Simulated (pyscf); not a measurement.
Single points on ωB97X-D3(BJ)/def2-SVP structures (PySCF, gas phase).

Q: `[BH][NH2]` [doublet] + `[H][H]` → `[BH2][NH2]` + `[H]` [doublet]
Surface: doublet. Broken: H–H. Formed: B–H. Give ΔE‡ and ΔE from PBE/def2-TZVP, relative to the separated reactants.

A: ΔE‡ = 14.6 kJ/mol, ΔE = -8.9 kJ/mol. ωB97M-D3(BJ)/def2-TZVP gives 27.2 kJ/mol and -18.1 kJ/mol. Zero-point energy shifts the barrier by +2.4 kJ/mol. It is a hydrogen abstraction, with an imaginary mode of 681i cm⁻¹. This is the saddle that the search found; another between the same sides may lie lower. The angle at the transferred H is 167°.
